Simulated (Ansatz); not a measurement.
# [Cl···H···OH], doublet in cc-pVDZ: errors against UCCSDT(Q)

Geometry: a point of a hydrogen-transfer path between rigid fragments, not a stationary point.

```xyz
4

Cl   -0.8402    0.0177    0.0000
H     0.5178    0.0177    0.0000
O     1.7058    0.0177    0.0000
H     1.9577   -0.9222    0.0000
```

Basis cc-pVDZ; Ansatz 0.2.0. Correlated methods freeze the noble-gas cores, which leaves 15 electrons in 36 orbitals. R marks a restricted (for open shells ROHF) determinant, U an unrestricted one. Active spaces: valence = (15e, 10o) chosen from the atoms' valence shells; pair = (3e, 3o) about the gap.

Full CI isn't at hand for all of this; UCCSDT(Q) serves as the reference, and is uncertain by the last step of the cluster series or more. The frozen core follows each run's orbitals, which can shift R against U totals by a few meV.

HF rows: RHF is the lowest solution found, UHF is the lowest solution found. Coupled cluster chose its determinant by a search with trial CCSD, here up to 0.15 eV above the lowest Hartree–Fock solution of its kind, and MP2 stands on that determinant too.

- UHF ⟨S²⟩: 0.781
- T1 diagnostic (RCCSD): 0.0362
- largest doubles amplitude (RCCSD): 0.048
- T1 diagnostic (UCCSD): 0.0218

```csv
level,E − E(UCCSDT(Q)) (kJ/mol),share of correlation (%),wall time
RHF†,945.5,–,–
UHF,934.0,2.68,–
RMP2,101.2,89.45,–
UMP2,99.7,89.61,–
RCCSD,22.0,97.70,–
UCCSD,21.0,97.82,–
RCCSD(T),3.8,99.61,7.5 s
UCCSD(T),3.6,99.62,8 s
BCCD(T),3.5,99.63,6 s
RCCSDT,2.1,99.78,–
UCCSDT,2.0,99.79,–
RCCSDT(Q),0.0,100.00,45 s
CASSCF (pair space)†,886.2,–,–
NEVPT2 (pair space)†,125.6,–,1.7 s
MRCISD (pair space)†,116.3,–,–
MRCISD+Q (pair space)†,47.2,–,2 s
CASSCF (valence space)†,810.3,–,–
NEVPT2 (valence space)†,200.8,–,3.2 s
MRCISD (valence space)†,103.0,–,–
MRCISD+Q (valence space)†,45.9,–,6.5 s
```

A dagger marks rows that describe another state than the reference (another or a broken symmetry, a higher spin or other natural occupations), so the difference holds a gap between states beside the method's error.

The correlation energy at UCCSDT(Q), counted from the determinant under the R cluster runs, is -9.947 eV. That run took 37 s on 1 thread of Arm Neoverse V2, shared host.

Run but not shown, since their state, orbitals or frozen core can't be matched to the reference's or they repeat it: CISD.

Times hold each run's SCF and search for its determinant on a shared host, so for small cases they say little of a method's own cost; they ran on 1 thread of Arm Neoverse V2. Some runs computed forces too.
